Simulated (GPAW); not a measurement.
# One shape, several levels: AlH2O (SMILES [O][AlH2])

Wanted: a comparison of 3 runs (UPBE/real-space grid, UPBEsol/real-space grid, UPBE/dzp) of AlH2O. 

Program for the calculation: GPAW 26.7.0.

## Step 1: The system as given

The species is AlH2O (4 atoms), meant as a doublet with charge 0. As SMILES, `[O][AlH2]`. The coordinates come from a PBE0-D4/def2-TZVP relaxation.

Bond lengths: O1–Al2 1.727 Å, Al2–H3 1.578 Å, Al2–H4 1.578 Å. Angles: O1–Al2–H3 115.8°, O1–Al2–H4 115.8°, H3–Al2–H4 128.3°.

## Step 2: The charge distribution at UPBE/real-space grid (scalar-relativistic datasets) (run 1)

Contents of AlH2O.xyz:

```xyz
4

O      0.062600    -0.856300     1.401400
Al     0.011300     0.029900    -0.080400
H     -1.149600    -0.360800    -1.076000
H      1.131100     1.126800    -0.265300
```

Contents of calc.py:

```python
import numpy as np
from ase.io import read
from ase.units import Debye
from gpaw import GPAW

# Atomic positions
mol = read('AlH2O.xyz')
mol.center(vacuum=4.5)
mol.set_initial_magnetic_moments([0.5, 0.5, 0.0, 0.0])

# DFT calculator
calc = GPAW(mode='fd',
            h=0.18,
            xc='PBE',
            occupations={'name': 'fermi-dirac', 'width': 0.0, 'fixmagmom': True},
            maxiter=150,
            symmetry='off',
            txt='-')
mol.calc = calc

energy = mol.get_potential_energy()
print(f'Energy                  {energy:.5f} eV')
forces = mol.get_forces()
print('Forces (eV/Ang)')
for symbol, f in zip(mol.symbols, forces):
    print(f'{symbol:2} {f[0]:9.4f} {f[1]:9.4f} {f[2]:9.4f}')
dipole = mol.get_dipole_moment() / Debye
print(f'Dipole = {np.linalg.norm(dipole):.3f} D')
print('Moments:', mol.get_magnetic_moments().round(3))
```

Launch:

```sh
$ python3 -u calc.py | tee calc.out
```

The log of the run:

```text
[...]
Number of symmetries: 1
[...]
  Number of IBZ points: 1
[...]
Spin-components: 2 (collinear spins)
Bands:           10
[...]
  Valence electrons: 11.0
[...]
  Grid points: [64 60 64]
  Charge: 0.0  # |e|
[...]
    cutoffs:
[...]
occupation numbers:
  Fixed magnetic moment: 1.000
[...]
xc functional:
  name: PBE with 2 nearest neighbor stencil
[...]
|iter     |     time |      energy | eigst |  dens |  magmom |
[...]
|iter:   1| 00:00:03 |  -16.562823 | +0.89 |       |  +0.9782|
[...]
|iter:  16| 00:00:32 |  -15.028058c| -7.69c| -5.10c|  +1.0000|
Converged in 16 steps
[...]
Energy contributions relative to reference atoms: (reference = -8669.255891)
Energy contributions:
  Kinetic:          20.308332
  Coulomb:         -20.905052
  Zero:              0.461480
  External:          0.000000
  Xc:              -14.892819
  Entropy:           0.000000
  Spinorbit:         0.000000
  ----------------------------
  Free energy:     -15.028058
  Extrapolated:    -15.028058
dipole moment: (-0.013734, 0.237906, -0.397927)  # |e|*Ang
Total magnetic moment: (0.000000, 0.000000, 1.000000)
Local magnetic moments
|        x |        y |         z |
|----------|----------|-----------|
| 0.000000 | 0.000000 |  0.485228 |  # O    0
| 0.000000 | 0.000000 | -0.006353 |  # Al   1
| 0.000000 | 0.000000 |  0.024099 |  # H    2
| 0.000000 | 0.000000 |  0.024049 |  # H    3
Fermi levels: -4.105, -6.687
Eigenvalues  # (at kpt = [0.000, 0.000, 0.000])
| band index |      eig [eV] | occ [0-1] |      eig [eV] | occ [0-1] |
|------------|---------------|-----------|---------------|-----------|
|          0 |       -23.395 |     1.000 |       -21.961 |     1.000 |
|          1 |       -10.553 |     1.000 |       -10.341 |     1.000 |
|          2 |        -9.392 |     1.000 |        -8.118 |     1.000 |
|          3 |        -8.317 |     1.000 |        -7.839 |     1.000 |
|          4 |        -7.845 |     1.000 |        -7.291 |     1.000 |
|          5 |        -7.804 |     1.000 |        -6.083 |     0.000 |
|          6 |        -2.127 |     0.000 |        -2.117 |     0.000 |
|          7 |        -0.711 |     0.000 |        -0.631 |     0.000 |
|          8 |        -0.382 |     0.000 |        -0.330 |     0.000 |
|          9 |         1.105 |     0.000 |         1.234 |     0.000 |
Gap: 3.956 eV
Transition (v -> c):
[...]
Forces (eV/Ang)
O     0.0218   -0.0654    0.0903
Al    0.0031   -0.0689    0.1147
H    -0.1460   -0.0384   -0.1391
H     0.1400    0.1462   -0.0390
Dipole = 2.228 D
Moments: [ 0.485 -0.006  0.024  0.024]
```

Run time: 33 s. Hardware: 1 thread of Arm Neoverse V1, shared host; peak memory 0.81 GiB.

## Step 3: The solvation energy at UPBEsol/real-space grid (scalar-relativistic datasets, Held-Walter continuum water) (run 2)

Contents of run.xyz:

```xyz
4

O      0.062600    -0.856300     1.401400
Al     0.011300     0.029900    -0.080400
H     -1.149600    -0.360800    -1.076000
H      1.131100     1.126800    -0.265300
```

Contents of run.py:

```python
import numpy as np
from ase.io import read
from ase.units import Debye, Pascal, kcal, m, mol
from gpaw import GPAW, setup_paths
from gpaw.atom.configurations import parameters
from gpaw.atom.generator import Generator
from gpaw.solvation import EffectivePotentialCavity, GradientSurface, LinearDielectric, Power12Potential, SolvationGPAW, SurfaceInteraction

system = read("run.xyz")
system.center(vacuum=4.5)
system.set_initial_magnetic_moments([0.5, 0.5, 0.0, 0.0])

for symbol in ["Al", "H", "O"]:
    Generator(symbol, xcname="PBEsol", scalarrel=True, nofiles=True, txt=None).run(**parameters[symbol])
setup_paths.insert(0, ".")

calc = GPAW(mode="fd",
            h=0.18,
            xc="PBEsol",
            occupations={"name": "fermi-dirac", "width": 0.0, "fixmagmom": True},
            maxiter=150,
            symmetry="off",
            legacy_gpaw=True,
            txt="-")
system.calc = calc
e_gas = system.get_potential_energy()
mu_gas = np.linalg.norm(system.get_dipole_moment()) / Debye

solvent = dict(cavity=EffectivePotentialCavity(effective_potential=Power12Potential(atomic_radii={"H": 1.09}, u0=0.18),
                                               temperature=298.15, surface_calculator=GradientSurface()),
               dielectric=LinearDielectric(epsinf=78.36),
               interactions=[SurfaceInteraction(surface_tension=18.4e-3 * Pascal * m)])
calc = SolvationGPAW(mode="fd",
                     maxiter=150,
                     h=0.18,
                     symmetry="off",
                     xc="PBEsol",
                     occupations={"name": "fermi-dirac", "width": 0.0, "fixmagmom": True},
                     txt="-",
                     **solvent)
system.calc = calc
e_sol = system.get_potential_energy()
mu_sol = np.linalg.norm(system.get_dipole_moment()) / Debye
dg = (e_sol - e_gas) / (kcal / mol)
print(f"Solvation free energy = {dg:.2f} kcal/mol")
print(f'Dipole {mu_gas:.3f} D in gas, {mu_sol:.3f} D in solution')
```

Launch:

```sh
$ OMP_NUM_THREADS=1 python run.py
```

The log of the run:

```text
[...]
    cutoffs:
[...]
  Total Charge: 0.000000
[...]
Number of atoms: 4
[...]
Number of bands in calculation: 10
Number of valence electrons: 11
[...]
iter:   1 hh:mm:ss   -16.768183                   +0.9792
[...]
Converged after 20 iterations.
Dipole moment: (-0.014507, 0.251126, -0.419979) |e|*Ang
Total magnetic moment: (0.000000, 0.000000, 1.000000)
[...]
Fermi levels: -4.14528, -6.67265
[...]
      Finite-difference x-derivative with O(h^6) error (6 points)
      Finite-difference y-derivative with O(h^6) error (6 points)
      Finite-difference z-derivative with O(h^6) error (6 points)
    Max iterations: 1000
[...]
iter:  18 hh:mm:ss   -15.616320c  -7.52c -5.50c   +1.0000
Converged after 18 iterations.
Dipole moment: (-0.025083, 0.431325, -0.721680) |e|*Ang
Total magnetic moment: (0.000000, 0.000000, 1.000000)
Local magnetic moments:
   0 O  ( 0.000000,  0.000000,  0.429302)
   1 Al ( 0.000000,  0.000000,  0.001200)
   2 H  ( 0.000000,  0.000000,  0.040486)
   3 H  ( 0.000000,  0.000000,  0.040414)
Energy contributions relative to reference atoms: (reference = -8648.583489)
Kinetic:        +18.177007
Potential:      -19.513752
External:        +0.000000
XC:             -14.846729
Entropy (-ST):   +0.000000
Local:           +0.468264
Interactions
 surf:           +0.098891
--------------------------
Free energy:    -15.616320
Extrapolated:   -15.616320
Solvation cavity surface area: 86.10876
[...]
 Band  Eigenvalues  Occupancy  Eigenvalues  Occupancy
    0    -22.80290    1.00000    -21.60260    1.00000
    1    -10.02099    1.00000     -9.70782    1.00000
    2     -8.83217    1.00000     -7.55448    1.00000
    3     -7.99001    1.00000     -7.49305    1.00000
    4     -7.47934    1.00000     -6.96889    1.00000
    5     -7.31890    1.00000     -5.97141    0.00000
    6     -1.18000    0.00000     -1.15767    0.00000
    7     -0.29198    0.00000     -0.21635    0.00000
    8      0.21891    0.00000      0.32376    0.00000
    9      1.27155    0.00000      1.43044    0.00000
Fermi levels: -3.57570, -6.47015
Solvation free energy = -9.50 kcal/mol
Dipole 2.351 D in gas, 4.040 D in solution
```

Wall time 2.2 min (1 thread of Arm Neoverse V1, shared host); peak memory 1 GiB.

## Step 4: Energy and one-electron properties at UPBE/dzp (scalar-relativistic datasets) (run 3)

Contents of mol.xyz:

```xyz
4

O      0.062600    -0.856300     1.401400
Al     0.011300     0.029900    -0.080400
H     -1.149600    -0.360800    -1.076000
H      1.131100     1.126800    -0.265300
```

Contents of mol_sp.py:

```python
import numpy as np
from ase.io import read
from ase.units import Debye
from gpaw import GPAW

# Atomic positions
atoms = read('mol.xyz')
atoms.center(vacuum=4.5)
atoms.set_initial_magnetic_moments([0.5, 0.5, 0.0, 0.0])

# GPAW settings
dft = GPAW(mode='lcao',
           basis='dzp',
           h=0.18,
           xc='PBE',
           occupations={'name': 'fermi-dirac', 'width': 0.0, 'fixmagmom': True},
           maxiter=150,
           symmetry='off',
           txt='-')
atoms.calc = dft

energy = atoms.get_potential_energy()
print(f'Energy: {energy:.5f} eV')
forces = atoms.get_forces()
print('Forces (eV/Ang)')
for symbol, f in zip(atoms.symbols, forces):
    print(f'{symbol:2} {f[0]:9.4f} {f[1]:9.4f} {f[2]:9.4f}')
dipole = atoms.get_dipole_moment() / Debye
print(f'Dipole                  {np.linalg.norm(dipole):.3f} D')
print('Moments:', atoms.get_magnetic_moments().round(3))
```

Launch:

```sh
$ python3 mol_sp.py
```

The log of the run:

```text
[...]
Number of symmetries: 1
[...]
  Number of IBZ points: 1
[...]
basis functions: 36
Spin-components: 2 (collinear spins)
Bands:           10
[...]
  Valence electrons: 11.0
[...]
  Grid points: [64 60 64]
  Charge: 0.0  # |e|
[...]
    cutoffs:
[...]
occupation numbers:
  Fixed magnetic moment: 1.000
[...]
xc functional:
  name: PBE with 2 nearest neighbor stencil
[...]
|iter     |     time |      energy | eigst |  dens |  magmom |
[...]
|iter:   1| 00:00:05 |  -14.956212 |      c|       |  +0.9988|
[...]
|iter:  11| 00:00:16 |  -13.868394c|      c| -4.28c|  +1.0000|
Converged in 11 steps
[...]
Energy contributions relative to reference atoms: (reference = -8669.255891)
Energy contributions:
  Kinetic:          17.576782
  Coulomb:         -16.813003
  Zero:              0.191898
  External:          0.000000
  Xc:              -14.824071
  Entropy:           0.000000
  Spinorbit:         0.000000
  ----------------------------
  Free energy:     -13.868394
  Extrapolated:    -13.868394
dipole moment: (-0.012657, 0.220525, -0.368722)  # |e|*Ang
Total magnetic moment: (0.000000, 0.000000, 1.000017)
Local magnetic moments
|        x |        y |         z |
|----------|----------|-----------|
| 0.000000 | 0.000000 |  0.490562 |  # O    0
| 0.000000 | 0.000000 | -0.012112 |  # Al   1
| 0.000000 | 0.000000 |  0.024949 |  # H    2
| 0.000000 | 0.000000 |  0.024968 |  # H    3
Fermi levels: -3.871, -6.419
Eigenvalues  # (at kpt = [0.000, 0.000, 0.000])
| band index |      eig [eV] | occ [0-1] |      eig [eV] | occ [0-1] |
|------------|---------------|-----------|---------------|-----------|
|          0 |       -23.281 |     1.000 |       -21.849 |     1.000 |
|          1 |       -10.457 |     1.000 |       -10.249 |     1.000 |
|          2 |        -9.182 |     1.000 |        -8.011 |     1.000 |
|          3 |        -8.061 |     1.000 |        -7.550 |     1.000 |
|          4 |        -7.672 |     1.000 |        -7.004 |     1.000 |
|          5 |        -7.551 |     1.000 |        -5.834 |     0.000 |
|          6 |        -1.909 |     0.000 |        -1.898 |     0.000 |
|          7 |        -0.010 |     0.000 |         0.109 |     0.000 |
|          8 |         0.359 |     0.000 |         0.426 |     0.000 |
|          9 |         2.984 |     0.000 |         3.215 |     0.000 |
Gap: 3.926 eV
Transition (v -> c):
[...]
Forces (eV/Ang)
O     0.0480   -0.1860    0.3457
Al   -0.0043    0.0669   -0.1093
H    -0.1479   -0.0337   -0.1463
H     0.1388    0.1508   -0.0420
Dipole                  2.065 D
Moments: [ 0.491 -0.012  0.025  0.025]
```

Wall time 16 s (1 thread of Arm Neoverse V1, shared host); peak memory 0.87 GiB.

## Step 5: Overview of the runs

```csv
run,level,task,engine,energy (Eh),dipole moment (D),HOMO energy (eV),LUMO energy (eV),wall time
1,UPBE/real-space grid (scalar-relativistic datasets),properties,new,-319.141549,2.23,-7.29,-6.08,33 s
2,"UPBEsol/real-space grid (scalar-relativistic datasets, Held-Walter continuum water)",solvation,legacy,-318.403470,4.04,-6.97,-5.97,2.2 min
3,UPBE/dzp (scalar-relativistic datasets),properties,new,-319.098932,2.06,-7.00,-5.83,16 s
```

## Step 6: Outcome

| quantity | value |
| --- | --- |
| run 3: energy as printed (from the program's reference atoms) | -13.8684 eV |
| run 3: dipole moment | 2.06 D |
| run 3: HOMO energy (highest over α and β) | -7.00 eV |
| run 3: LUMO energy (lowest over α and β) | -5.83 eV |
| run 3: largest force on an atom | 0.396 eV/Å |

The dipole moment (its size) runs from 2.06 D (UPBE/dzp) to 4.04 D (UPBEsol/real-space grid). The two ends differ in method and basis and solvent. Totals of different functionals can't be ranked against each other. All runs together took 3 min, the longest 2.2 min.
